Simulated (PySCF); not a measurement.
H₂CO: calculation against measurement

Isolated H₂CO, optimised in PySCF with density fitting and no spin–orbit coupling; def2 sets carry scalar-relativistic core potentials from Rb on. All levels below give a singlet of C2v symmetry: PBE0/def2-TZVP C–H 1.109 Å (×2), C–O 1.195 Å, H–C–H 116.0°, H–C–O 122.0° (×2); B3LYP/def2-TZVP C–H 1.107 Å (×2), C–O 1.199 Å, H–C–H 115.9°, H–C–O 122.0° (×2); PBE/def2-TZVP C–H 1.119 Å (×2), C–O 1.208 Å, H–C–H 115.8°, H–C–O 122.1° (×2).

Counting electrons, carbon keeps none of its valence electrons outside its bonds, so the VSEPR class is AX3 and the expected shape is trigonal planar; with unlike ligands the computed point group is C2v.

**Question.** The measured dipole moment is 2.332 D (NIST CCCBDB Release 22 (SRD 101), experimental dipoles). What do the calculations give?

**Answer.** PBE0/def2-TZVP 2.31 D, B3LYP/def2-TZVP 2.33 D, PBE/def2-TZVP 2.16 D. The measured value is a vibrational average, and the basis lacks diffuse functions.

**Question.** The measured mean polarisability is 2.77 Å³ (NIST CCCBDB Release 22 (SRD 101), experimental polarizabilities). What do the calculations give?

**Answer.** PBE0/def2-TZVP 2.32 Å³, B3LYP/def2-TZVP 2.35 Å³, PBE/def2-TZVP 2.44 Å³. Basis sets without diffuse functions underestimate polarisabilities.
